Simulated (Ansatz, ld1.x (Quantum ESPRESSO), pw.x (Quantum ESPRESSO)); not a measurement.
# pw.x on fcc H: one setting changed

Potential: norm-conserving Troullier–Martins (Kleinman–Bylander form), ld1.x (Quantum ESPRESSO) 7.5, PBEsol; core none, reference 1s1; waves: 2p channel at 0.13 Ry: rc 1.20 bohr; 1s (bound): rc 1.30 bohr; local part: the s channel; core correction: none.

The reference run (k-mesh 18³, cutoffs 45/180 Ry, Fermi–Dirac 0.01 Ry, mixing_beta 0.4, conv_thr 1e-9, no spin) gives 0.56 GPa at 2.917 Å³/atom, where all-electron LAPW gives -0.10 GPa. This run, with its own iteration cap, changes degauss to 0.02.

```
&control
  calculation='scf', prefix='x', pseudo_dir='./', outdir='./tmp', tstress=.true., disk_io='none'
/
&system
  ibrav=0, nat=1, ntyp=1, ecutwfc=45, ecutrho=180, nbnd=7,
  occupations='smearing', smearing='fd', degauss=0.02
/
&electrons
  conv_thr=1e-09, mixing_beta=0.4, electron_maxstep=60
/
ATOMIC_SPECIES
H 1.0 H.UPF
CELL_PARAMETERS angstrom
  0.00000000 1.13405855 1.13405855
  1.13405855 0.00000000 1.13405855
  1.13405855 1.13405855 0.00000000
ATOMIC_POSITIONS crystal
H 0.0000 0.0000 0.0000
K_POINTS automatic
18 18 18 0 0 0
```

```bash
pw.x < H.scf.in > H.scf.out
```

Question: How does the run end?

Answer: It converges in 3 iterations; the free energy moves by -9.3 meV/atom and the pressure by +0.39 GPa. In a metal, with Fermi–Dirac smearing, F lies below its zero-width value by a term in the square of the width.

```
Message from routine setup:
     using ibrav=0 with symmetry is DISCOURAGED, use correct ibrav instead
     lattice parameter (alat)  =       3.0307  a.u.
     unit-cell volume          =      19.6849 (a.u.)^3
     number of electrons       =         1.00
     number of Kohn-Sham states=            7
     kinetic-energy cutoff     =      45.0000  Ry
     charge density cutoff     =     180.0000  Ry
     scf convergence threshold =      1.0E-09
     Exchange-correlation= PBESOL
     number of k points=   195  Fermi-Dirac smearing, width (Ry)=  0.0200
     iteration #  1     ecut=    45.00 Ry     beta= 0.40
     total energy              =      -1.07069671 Ry
     estimated scf accuracy    <       0.00000834 Ry
     iteration #  2     ecut=    45.00 Ry     beta= 0.40
     total energy              =      -1.07069856 Ry
     estimated scf accuracy    <       0.00000307 Ry
     iteration #  3     ecut=    45.00 Ry     beta= 0.40
     the Fermi energy is     4.0360 ev
!    total energy              =      -1.07069859 Ry
     estimated scf accuracy    <          6.3E-11 Ry
     smearing contrib. (-TS)   =      -0.00181479 Ry
     The total energy is F=E-TS. E is the sum of the following terms:
     one-electron contribution =       0.64788620 Ry
     hartree contribution      =       0.01641207 Ry
     xc contribution           =      -0.66348218 Ry
     ewald contribution        =      -1.06969988 Ry
     convergence has been achieved in   3 iterations
          total   stress  (Ry/bohr**3)                   (kbar)     P=        9.44
     Message from routine punch:
     Nothing written, as per user request (disk_io='none')
```

The run took about 1.1 s on one core of a shared host (Neoverse-V1, 32 threads, 247 GiB, load 27).
